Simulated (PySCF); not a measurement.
Dissociation curve of CHN, SMILES C#N. The C1–H3 bond (C1 also carries N; H3 carries nothing else) is varied alone, starting from the PBE0/def2-TZVP optimised geometry. Each curve is given relative to its own lowest point near equilibrium.

```csv
R / Å,A,B,C,D
0.86,55.5,55.1,55.2,55.5
0.92,25.9,25.8,25.7,25.9
0.97,11.1,11.2,10.9,11.1
0.99,7.2,7.2,7.0,7.2
1.03,2.0,2.1,2.0,2.0
1.07,0.0,0.0,0.0,0.0
1.11,0.5,0.3,0.5,0.5
1.13,1.5,1.2,1.6,1.5
1.16,3.7,3.4,3.9,3.7
1.23,12.1,11.2,12.4,12.1
1.31,25.0,23.5,25.6,25.0
1.44,49.9,47.4,51.0,49.9
1.60,81.8,78.2,83.7,81.8
1.76,111.3,107.5,116.5,113.5
1.94,139.2,136.6,148.2,144.2
2.11,159.4,159.8,171.1,167.3
2.36,178.6,180.4,190.8,188.9
2.61,187.0,190.7,198.4,197.8
2.90,187.5,196.9,201.3,201.1
3.21,182.3,200.4,202.3,202.1
3.71,170.9,202.8,202.7,202.5
```

Energies in mEh.

Problem. Match the curves with the methods CCSD(T) on RHF/cc-pVDZ, 2 core orbitals frozen (PySCF); CCSD on UHF/cc-pVDZ, 2 core orbitals frozen in PySCF; CCSD(T) on UHF/cc-pVDZ, 2 core orbitals frozen (PySCF); unrestricted PBE/cc-pVDZ in PySCF 2.14.0.

Solution. A is RCCSD(T); B is UKS-PBE; C is UCCSD; D is UCCSD(T).

The T1 diagnostic of CCSD on the restricted reference of RCCSD(T) exceeds 0.045 at 2.36 to 3.71 Å. The unrestricted determinant behind UKS-PBE is spin-contaminated at 2.11 to 3.71 Å (<S²> up to 1.0, against 0.00 for a pure singlet). The unrestricted determinant behind UCCSD, UCCSD(T) is spin-contaminated at 1.76 to 3.71 Å (<S²> up to 1.3, against 0.00 for a pure singlet).
